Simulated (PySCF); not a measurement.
# Ar: ionisation energy

Ar [Ar] (1S) → Ar⁺ [Ne] 3s2 3p5 (2P), as a difference of total energies. Calculation: PySCF 2.14, in x2c-TZVPPall; scalar relativity by spin-free X2C-1e. Correlated levels: valence and next inner shell: 1s2 frozen. The calculations carry no spin-orbit coupling.

Q: Order these methods by the ionisation energy they give, lowest first.
A. MP2 (valence and next inner shell)
B. CCSD (valence and next inner shell)
C. SCS-MP2 (valence and next inner shell)
D. CCSD(T) (valence and next inner shell)

A: B (15.494 eV), D (15.535 eV), C (15.579 eV), A (15.687 eV).

Errors of the correlated levels include the incompleteness of this basis and the frozen core.

For comparison: 15.819 eV (measured; NIST levels, between the centres of gravity of the two terms).
